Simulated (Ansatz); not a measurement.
The same path of H2O + H3Si (7 atoms, charge 0, multiplicity 2) was run twice with different band settings.

Theory: UKS r2SCANh-D4/def2-SVP (Ansatz 0.2.0).

Relaxed end points:

```xyz
7
Properties=species:S:1:pos:R:3
Si 0.281 -0.061 -0.141
H 0.235 0.394 2.955
H 1.089 -0.126 -1.401
H -0.503 1.203 -0.105
H -0.599 -1.262 -0.059
O -0.566 -0.005 2.597
H -0.450 -0.944 2.782
```

```xyz
7
Properties=species:S:1:pos:R:3
Si -0.242 0.233 -0.127
H 0.544 0.210 2.906
H 1.243 0.135 -0.084
H -0.663 0.984 -1.353
H -0.890 -1.108 -0.117
O 0.208 -0.623 2.557
H -0.712 -0.633 2.846
```

Common settings: movable images 9; climbing image yes; optimiser quadratic models (default); start path through a guess of the saddle point; force threshold 0.05 eV/Å; iteration limit 60; end points relaxed.

| run | spring |
| --- | --- |
| 1 | 5.0 eV/Å² |
| 2 | 50.0 eV/Å² |

What does each run give, and how far can it be trusted?

Run 1: converged after 37 iterations, highest image 0.132 eV above the first end. The profile has 2 maxima (images 3, 7) with wells between them (image 5): this band takes more than one step, which may be the mechanism or a detour left from its start path. A vibrational analysis at the climbing image gives one clearly imaginary mode, 349i cm⁻¹: a first-order saddle point.
Run 2: converged after 30 iterations, highest image 0.139 eV above the first end. The order of the stationary point at the top wasn't checked.
